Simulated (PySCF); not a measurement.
## Fluorine: a sound run and one with changed settings

Sound run: F [He] 2s2 2p5, F+ [He] 2s2 2p4. Computed with PySCF 2.14 in cc-pVDZ (3s2p1d, 14 functions), with no relativity, point nucleus. In the sound run the correlated levels freeze 1s2. The sound run starts from symmetry-adapted Hartree-Fock orbitals and uses a fine grid where one is needed.

Changed run: basis STO-3G. This setting is unsound on purpose.

| species | method | sound run (hartree) | changed run (hartree) | converged |
| --- | --- | --- | --- | --- |
| F | UHF | -99.37524 | -97.98651 | yes |
| F | M06-2X | -99.69555 | -98.28324 | yes |
| F | LDA | -99.06020 | -97.58873 | yes |
| F | MP2 | -99.51584 | -97.98651 | yes |
| F+ | UHF | -98.80049 | -97.52349 | yes |
| F+ | M06-2X | -99.06012 | -97.76710 | yes |
| F+ | LDA | -98.41301 | -97.07786 | yes |
| F+ | MP2 | -98.89901 | -97.52349 | yes |

Ionisation energy of F:

| method | sound run (eV) | changed run (eV) |
| --- | --- | --- |
| UHF | 15.640 | 12.599 |
| M06-2X | 17.291 | 14.045 |
| LDA | 17.611 | 13.901 |
| MP2 | 16.785 | 12.599 |
| SCS-MP2 | 16.744 | 12.599 |

A minimal basis cannot let orbitals breathe on ionisation and holds almost no correlation.

For comparison, NIST gives 17.423 eV between the lowest levels.
